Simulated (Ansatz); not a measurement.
Born–Oppenheimer molecular dynamics of CH$_{8}$OSi (11 atoms, charge 0, multiplicity 1). It starts at the highest image of a converged band. Of that band: Neighbouring images differ by up to 1.4 eV, so the band resolves the path poorly. A vibrational analysis at the climbing image gives one clearly imaginary mode, 1233i cm⁻¹: a first-order saddle point.

Method: RKS BLYP-D4/6-31G* in Ansatz.

```yaml
ensemble: NVE (velocity Verlet)
time_step: 0.5 fs
steps_asked: 200
starting_velocities_drawn_for: 100 K
seed: 3516
```

First frame:

```xyz
11
Properties=species:S:1:pos:R:3
Si 0.038 0.053 0.069
O 0.134 -0.489 1.901
C -1.000 -0.509 2.820
H -1.713 -1.301 2.538
H -0.617 -0.682 3.836
H -1.490 0.473 2.765
H 1.250 0.571 -0.638
H -0.653 1.321 0.532
H -0.981 -0.569 -0.836
H 0.828 -1.585 0.251
H 0.529 -1.415 1.377
```

(1) What does the run give?

(2) What happens to the structure?

(3) How do temperature and energy run in time?

Results:

(1) All steps were run.

```yaml
steps_done: 200
time_covered: 100 fs
mean_temperature_over_the_second_half: 1550 K
spread_of_the_potential_energy_over_the_second_half: 16.5 meV per atom
mean_potential_energy_of_the_second_half_above_the_start: -153.4 meV per atom
```

The conserved energy stayed within 0.21 meV per atom of its start (net change 0.15 meV per atom), so the integration is sound. The kinetic energy rose, since the run started high on the potential surface and went downhill. It ends in pieces (CH6OSi + H2), so much of that is their flight and rotation, not heat. A run of 0.1 ps of so small a system gives no equilibrium averages. The orbitals stay closed-shell, which can raise the energy where a bond breaks towards radicals; this wasn't checked here.

(2) Between its relaxed ends the band would form Si1–H10, O2–H11 and break Si1–O2, H10–H11. These pairs go: Si1–H10 1.83 → 11.76 Å, O2–H11 1.14 → 11.21 Å, Si1–O2 1.91 → 1.75 Å, H10–H11 1.18 → 0.69 Å. In the last frame they stand as before the step (other bonds may differ from the relaxed reactants and products). It ends as CH6OSi + H2. Pairs count as bonded within 1.25 times the sum of covalent radii (0.12 Å more for H–H). The details hang on the random start.

(3) 
```csv
time (fs),T (K),potential energy less start (eV),conserved less start (meV/atom)
0,100,0.000,0.00
5,65,0.041,0.04
10,191,-0.105,0.07
15,688,-0.683,0.10
20,1369,-1.476,0.06
25,1784,-1.961,-0.18
30,1609,-1.757,-0.07
35,1319,-1.417,0.13
40,1455,-1.579,-0.16
45,1702,-1.865,-0.20
50,1687,-1.846,0.07
55,1539,-1.676,-0.11
60,1342,-1.447,-0.14
65,1347,-1.450,0.12
70,1670,-1.827,0.00
75,1797,-1.976,-0.16
80,1504,-1.633,0.06
85,1356,-1.460,0.11
90,1527,-1.661,-0.09
95,1739,-1.907,-0.03
100,1629,-1.778,0.15
```

Time of the run: 6.5 min on 1 thread of Arm Neoverse V1 (shared host), peak memory 0.12 GiB.
